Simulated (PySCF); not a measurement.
# One shape, several levels: triplet H2O2

We compute a comparison of 4 runs (U-wB97X-V/STO-3G, UB3LYP/STO-3G, UPBE/STO-3G, UMP2/STO-3G) of triplet H2O2. 

The results are computed with PySCF 2.14.0.

9 further runs of the same task are left out: 9 set aside as unsound or not needed.

## Step 1: The structure to begin with

The species is H2O2 (4 atoms), meant as a triplet with charge 0. SMILES of the parent species: `OO`. Geometry: relaxed at PBE0-D4/def2-TZVP. That shape belongs to the parent species and isn't relaxed for this state.

Bond lengths: O1–O2 1.426 Å, O1–H3 0.965 Å, O2–H4 0.965 Å. Angles: O1–O2–H4 101.1°, O2–O1–H3 101.1°.

## Step 2: The energy at U-wB97X-V/STO-3G (run 1)

Contents of job.py:

```python
from pyscf import gto, dft

system = gto.M(
    atom='''
O   -0.486800  -0.581100   0.030600
O    0.048300   0.728400   0.206900
H    0.186400  -1.117000   0.467400
H    0.252100   0.969800  -0.704900
''',
    verbose=4,
    spin=2,
    max_memory=1860,
    basis='sto-3g',
)

ks = dft.UKS(system)
ks.xc = 'wb97x-v'
ks.conv_tol = 1e-10
ks.grids.level = 5
ks.nlcgrids.level = 1
ks.kernel()
if not ks.converged:
    ks = ks.newton().run(ks.mo_coeff, ks.mo_occ)

e_final = ks.e_tot
print('E = %.10f Eh' % e_final)
```

Command:

```
$ OMP_NUM_THREADS=1 python job.py
```

Standard output:

```text
PySCF version 2.14.0

[... 64 lines left out ...]
WARN: HOMO 0.064909240350245 >= LUMO -0.291216393123515
[... 42 lines left out ...]
converged SCF energy = -149.188597260281  <S^2> = 2.0017829  2S+1 = 3.0011884
E = -149.1885972603 Eh
```

Run time: 12 s. Hardware: 1 thread of Arm Neoverse V1, shared host; peak memory 0.18 GiB.

## Step 3: The energy at UB3LYP/STO-3G (run 2)

Contents of run.py:

```python
from pyscf import gto, dft

mol = gto.Mole()
mol.atom = [
    ('O', (-0.486800, -0.581100, 0.030600)),
    ('O', (0.048300, 0.728400, 0.206900)),
    ('H', (0.186400, -1.117000, 0.467400)),
    ('H', (0.252100, 0.969800, -0.704900)),
]
mol.spin = 2
mol.max_memory = 1860
mol.basis = 'sto-3g'
mol.verbose = 3
mol.build()

myscf = dft.UKS(mol)
myscf.xc = 'b3lyp'
myscf.conv_tol = 1e-10
myscf.grids.level = 5
myscf.kernel()
if not myscf.converged:
    myscf = myscf.newton().run(myscf.mo_coeff, myscf.mo_occ)

e_tot = myscf.e_tot
print('E = %.10f Eh' % e_tot)
```

Command:

```
$ OMP_NUM_THREADS=1 python run.py
```

Standard output:

```text
WARN: HOMO 0.0229423882465128 >= LUMO -0.282716238010406

WARN: HOMO 0.212638118889766 >= LUMO 0.10942074671482

WARN: HOMO 0.111790685782191 >= LUMO 0.023253411096665

WARN: HOMO 0.110850331938898 >= LUMO 0.0232058029015783

WARN: HOMO 0.110672823700833 >= LUMO 0.023147006234162

WARN: HOMO 0.110673908496293 >= LUMO 0.0231430940938973

WARN: HOMO 0.11067454976728 >= LUMO 0.0231425386803721

WARN: HOMO 0.110674804463536 >= LUMO 0.0231446847504483

WARN: HOMO 0.110675488887485 >= LUMO 0.0231455861195143

WARN: HOMO 0.110675559340181 >= LUMO 0.0231456923750964

converged SCF energy = -149.218374533357  <S^2> = 2.0015228  2S+1 = 3.001015
E = -149.2183745334 Eh
```

Run time: 2.8 s. Hardware: 1 thread of Arm Neoverse V1, shared host; peak memory 0.18 GiB.

Run 3 isn't shown in full; the table further down has it.

## Step 4: A single-point energy at UMP2/STO-3G (run 4)

Contents of input.py:

```python
from pyscf import gto, mp

system = gto.M(
    atom='''
O     -0.919919    -1.098120     0.057826
O      0.091274     1.376477     0.390984
H      0.352245    -2.110824     0.883258
H      0.476400     1.832656    -1.332068
''',
    basis='sto-3g',
    charge=0,
    spin=2,
    unit='bohr',
    max_memory=1860,
    verbose=3,
)

calc0 = system.UHF()
calc0.conv_tol = 1e-10
calc0.kernel()
if not calc0.converged:
    calc0 = calc0.newton().run(calc0.mo_coeff, calc0.mo_occ)

pt = mp.MP2(calc0, frozen=2).run()
etot = pt.e_tot
print('Final energy', etot)
```

Command:

```
$ OMP_NUM_THREADS=1 python input.py
```

Standard output:

```text
WARN: HOMO 0.128739171502212 >= LUMO -0.298990534011843

converged SCF energy = -148.516730622724  <S^2> = 2.0060515  2S+1 = 3.0040316
E(UMP2) = -148.586870998368  E_corr = -0.0701403756439296
E(SCS-UMP2) = -148.577238824228  E_corr = -0.0605082015040958
Final energy -148.58687099836823
```

Wall time 0.76 s (1 thread of Arm Neoverse V1, shared host); peak memory 0.12 GiB.

## Step 5: The series

```tsv
run	level	nlc grid	integration grid	energy (Eh)	dipole moment (D) of the reference	⟨S²⟩	wall time
1	U-wB97X-V/STO-3G	1	5	-149.188597	1.11	2.002	12 s
2	UB3LYP/STO-3G	–	5	-149.218375	1.11	2.002	2.8 s
3	UPBE/STO-3G	–	5	-149.072076	1.08	2.001	2.4 s
4	UMP2/STO-3G	–	–	-148.586871	1.17	2.006	0.76 s
```

## Step 6: Summary of results

```
                                                         quantity          value
                                              run 4: total energy  -148.58687 Eh
                      run 4: dipole moment (Hartree–Fock density)         1.17 D
run 4: HOMO energy (Hartree–Fock orbitals) (highest over α and β)       -3.67 eV
 run 4: LUMO energy (Hartree–Fock orbitals) (lowest over α and β)        6.13 eV
               run 4: correlation energy (2 core orbitals frozen)      -70.1 mEh
                         run 4: ⟨S²⟩ of the reference determinant          2.006
```

**Reading.** Over runs 1, 2, 3 the dipole moment (its size) runs from 1.08 D (UPBE/STO-3G) to 1.11 D (UB3LYP/STO-3G). Totals of different functionals can't be ranked against each other. In runs 1, 2, 3, 4 the basis is minimal, so the values are rough. All runs together took 18 s, the longest 12 s.
